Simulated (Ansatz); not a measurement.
The cluster PS2. The state is a doublet with charge 0. Geometry PBE-D4/def2-TZVP; atoms count from 1.

```xyz
3

P     0.149   -0.007    0.505
S    -0.810    1.594   -0.013
S     0.661   -1.587   -0.493
```

The structure comes from a short search, and lower isomers may exist.

(1) Estimate the Mulliken populations from the PBE0/def2-TZVP orbitals of Ansatz.

(2) Where does the spin sit?

(3) And the Mayer bond orders between bonded heavy atoms (over 0.3)?

## Answers

(1) 
```csv
atom,charge (e),spin (α − β)
P1,0.35,0.35
S2,-0.18,0.33
S3,-0.18,0.33
```
Mulliken values and Mayer orders depend strongly on the basis.

(2) Summed by element: P 0.35, S 0.65, of 1 unpaired in all. Largest on single atoms: P1 0.35, S2 0.33, S3 0.33.

(3) P1–S2 1.94 (1.94 Å); P1–S3 1.94 (1.94 Å). Values over 0.3 also appear between atoms too far apart for a bond (S2–S3 0.30 at 3.54 Å); they arise where an orbital or an unpaired electron spreads over both atoms.
